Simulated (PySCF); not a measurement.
# H2NO···CN-···H3N+: magnetic exchange, part 2 of 2

PySCF 2.14.0. Atoms count from 0. Earlier steps stand in the parts before.

### Step 7. Magnetic exchange: wB97X/cc-pVDZ, grid 1

The job: settings as JSON, then the geometry in Å.

```
{"job": {"kind": "bs", "xc": "wB97X", "grid": 1, "basis": "cc-pVDZ", "rks": true, "x2c": false}, "charge": 0, "high_spin_multiplicity": 3, "spin_sites": [[[0, 1, 2, 3], 1], [[4, 5, 6, 7], 1]]}
N      0.027700    -0.000000    -1.829700
O     -1.244000    -0.000300    -1.948900
H      0.524800     0.878100    -1.956200
H      0.525400    -0.877800    -1.956200
N      0.027700    -0.000000     1.904100
H      0.027700    -0.528900     2.785700
H      0.027700     1.027900     1.921400
H      0.027700    -0.499000     1.005200
C      0.627800    -0.000000     0.037200
N     -0.572400    -0.000000     0.037200
```

Method: wB97X/cc-pVDZ high-spin, broken-symmetry and restricted single points, gas phase.

Log:

```text
high-spin state, multiplicity 3
final grid: 38080 points
cycle   1  E = -279.8958709671  dE =  1.229e+00  |g| = 6.092e-01  |ddm| = 3.900e+00
cycle   2  E = -279.7803312072  dE =  1.155e-01  |g| = 8.748e-01  |ddm| = 1.678e+00
cycle   3  E = -280.0682261828  dE = -2.879e-01  |g| = 5.018e-02  |ddm| = 9.745e-01
cycle   4  E = -280.0711945785  dE = -2.968e-03  |g| = 3.931e-02  |ddm| = 1.408e-01
cycle   5  E = -280.0725459139  dE = -1.351e-03  |g| = 2.066e-02  |ddm| = 8.204e-02
cycle   6  E = -280.0732673940  dE = -7.215e-04  |g| = 9.793e-03  |ddm| = 6.273e-02
cycle   7  E = -280.0736138637  dE = -3.465e-04  |g| = 5.167e-03  |ddm| = 5.605e-02
cycle   8  E = -280.0737130152  dE = -9.915e-05  |g| = 2.732e-03  |ddm| = 3.059e-02
cycle   9  E = -280.0737469192  dE = -3.390e-05  |g| = 1.826e-03  |ddm| = 1.786e-02
cycle  10  E = -280.0737590801  dE = -1.216e-05  |g| = 9.432e-04  |ddm| = 1.138e-02
cycle  11  E = -280.0737640363  dE = -4.956e-06  |g| = 3.987e-04  |ddm| = 8.264e-03
cycle  12  E = -280.0737651212  dE = -1.085e-06  |g| = 1.966e-04  |ddm| = 4.066e-03
cycle  13  E = -280.0737653310  dE = -2.098e-07  |g| = 1.205e-04  |ddm| = 1.577e-03
cycle  14  E = -280.0737653864  dE = -5.538e-08  |g| = 7.314e-05  |ddm| = 1.020e-03
cycle  15  E = -280.0737653990  dE = -1.260e-08  |g| = 3.682e-05  |ddm| = 3.336e-04
cycle  16  E = -280.0737654031  dE = -4.105e-09  |g| = 2.092e-05  |ddm| = 1.996e-04
converged SCF energy = -280.0737654031

broken-symmetry state, M_S = 0, start: spins of the second site flipped
final grid: 38080 points
cycle   1  E = -280.0747324148  dE = -1.910e-02  |g| = 7.250e-02  |ddm| = 3.493e-01
cycle   2  E = -280.0801143808  dE = -5.382e-03  |g| = 6.574e-02  |ddm| = 2.210e-01
cycle   3  E = -280.0829719296  dE = -2.858e-03  |g| = 2.904e-02  |ddm| = 1.164e-01
cycle   4  E = -280.0853265732  dE = -2.355e-03  |g| = 1.356e-02  |ddm| = 1.486e-01
cycle   5  E = -280.0860030071  dE = -6.764e-04  |g| = 9.483e-03  |ddm| = 7.764e-02
cycle   6  E = -280.0864448357  dE = -4.418e-04  |g| = 5.431e-03  |ddm| = 9.071e-02
cycle   7  E = -280.0865210102  dE = -7.617e-05  |g| = 2.826e-03  |ddm| = 3.868e-02
cycle   8  E = -280.0865356027  dE = -1.459e-05  |g| = 1.134e-03  |ddm| = 1.472e-02
cycle   9  E = -280.0865399885  dE = -4.386e-06  |g| = 6.974e-04  |ddm| = 6.317e-03
cycle  10  E = -280.0865423434  dE = -2.355e-06  |g| = 5.619e-04  |ddm| = 5.340e-03
cycle  11  E = -280.0865435122  dE = -1.169e-06  |g| = 2.060e-04  |ddm| = 4.567e-03
cycle  12  E = -280.0865437766  dE = -2.644e-07  |g| = 9.703e-05  |ddm| = 2.305e-03
cycle  13  E = -280.0865438171  dE = -4.041e-08  |g| = 5.550e-05  |ddm| = 8.417e-04
cycle  14  E = -280.0865438231  dE = -6.011e-09  |g| = 3.558e-05  |ddm| = 2.533e-04
converged SCF energy = -280.0865438231

<S^2> high spin = 2.0122, broken symmetry = 0.6434
E(HS) - E(BS) = 2804.54 cm-1
J_noodleman = -2804.54 cm-1
J_unprojected = -1402.27 cm-1
J_yamaguchi = -2048.92 cm-1

restricted closed-shell singlet
final grid: 38080 points
cycle   1  E = -279.9165753941  dE =  9.891e-02  |g| = 9.047e-01  |ddm| = 1.737e+00
cycle   2  E = -279.7732350258  dE =  1.433e-01  |g| = 1.264e+00  |ddm| = 2.604e+00
cycle   3  E = -280.0755292303  dE = -3.023e-01  |g| = 7.663e-02  |ddm| = 1.567e+00
cycle   4  E = -280.0763158199  dE = -7.866e-04  |g| = 6.173e-02  |ddm| = 1.695e-01
cycle   5  E = -280.0773127664  dE = -9.969e-04  |g| = 1.152e-02  |ddm| = 9.571e-02
cycle   6  E = -280.0774597216  dE = -1.470e-04  |g| = 6.373e-03  |ddm| = 4.296e-02
cycle   7  E = -280.0775018651  dE = -4.214e-05  |g| = 2.490e-03  |ddm| = 2.588e-02
cycle   8  E = -280.0775119302  dE = -1.007e-05  |g| = 1.034e-03  |ddm| = 1.444e-02
cycle   9  E = -280.0775133912  dE = -1.461e-06  |g| = 4.640e-04  |ddm| = 5.996e-03
cycle  10  E = -280.0775135434  dE = -1.522e-07  |g| = 2.798e-04  |ddm| = 1.749e-03
cycle  11  E = -280.0775135743  dE = -3.085e-08  |g| = 7.314e-05  |ddm| = 6.171e-04
cycle  12  E = -280.0775135810  dE = -6.781e-09  |g| = 3.631e-05  |ddm| = 3.616e-04
converged SCF energy = -280.0775135810
```

Run time: 21 s. Hardware: 1 thread of Arm Neoverse N1, shared host; peak memory 0.41 GiB.

J and the spin gap of this run are not to be taken as properties: the high-spin state holds 1.04 and 0.27 unpaired electrons on sites meant for 1 and 1.

From this job:

```tsv
quantity	value
closed shell less high spin (no spin gap: the broken-symmetry state lies far lower)	-2.4 kcal/mol
```

### Step 8. Magnetic exchange: CASSCF and SC-NEVPT2/def2-SVP (4,4)

Settings changed since step 7:

```diff
@@ -1,2 +1,2 @@
-{"job": {"kind": "bs", "xc": "wB97X", "grid": 1, "basis": "cc-pVDZ", "rks": true, "x2c": false}, "charge": 0, "high_spin_multiplicity": 3, "spin_sites": [[[0, 1, 2, 3], 1], [[4, 5, 6, 7], 1]]}
+{"job": {"kind": "cas", "basis": "def2-SVP", "active": "natural", "max": 6, "thr": 0.008, "zfs": false, "max_cycle": 1}, "charge": 0, "high_spin_multiplicity": 3, "spin_sites": [[[0, 1, 2, 3], 1], [[4, 5, 6, 7], 1]]}
 N      0.027700    -0.000000    -1.829700
```

Level: CASSCF and SC-NEVPT2/def2-SVP spin states, gas phase.

Log:

```text
start orbitals: natural orbitals of the high-spin HF determinant (converged)
active space: 4 electrons in 4 orbitals, 18 closed; orbitals optimised for multiplicities 3 1
macro   0  E = -278.2921133084  dE =  0.000e+00  |g| = 1.575e-01
macro   1  E = -278.2983843627  dE = -6.271e-03  |g| = 8.215e-02
CASSCF not converged, mean energy = -278.2983843627
2S+1 = 3  root 0  E(CAS) = -278.30256641  E(NEVPT2) = -279.09259080  occupations 1.941 1.000 0.999 0.060
2S+1 = 1  root 0  E(CAS) = -278.29420231  E(NEVPT2) = -279.09967437  occupations 1.941 1.358 0.641 0.060
```

Run time: 3.9 s. Hardware: 1 thread of Arm Neoverse N1, shared host; peak memory 0.41 GiB.

What is wrong: the input is at fault (too few CASSCF cycles), so numbers printed on the way are no properties; the log names what stopped the run.

### Step 9. Results

The summary covers parts 1 to 2.

| quantity | value |
| --- | --- |
| exchange coupling | no level gives a usable value |
| runs | 1 failed, 0 ended on unsound input |

**Reading.** Step 2 is set aside for J and the spin gap: root 1 of multiplicity 1 falls 28 kcal/mol below the states compared once NEVPT2 is added, so the orbitals were not made for the lowest state. Step 3 is set aside for J and the spin gap: the high-spin state holds 1.07 and 0.19 unpaired electrons on sites meant for 1 and 1. Step 4 is set aside for J and the spin gap: the high-spin state holds 1.04 and 0.28 unpaired electrons on sites meant for 1 and 1. Step 5 is set aside for J and the spin gap: the high-spin state holds 1.05 and 0.16 unpaired electrons on sites meant for 1 and 1.
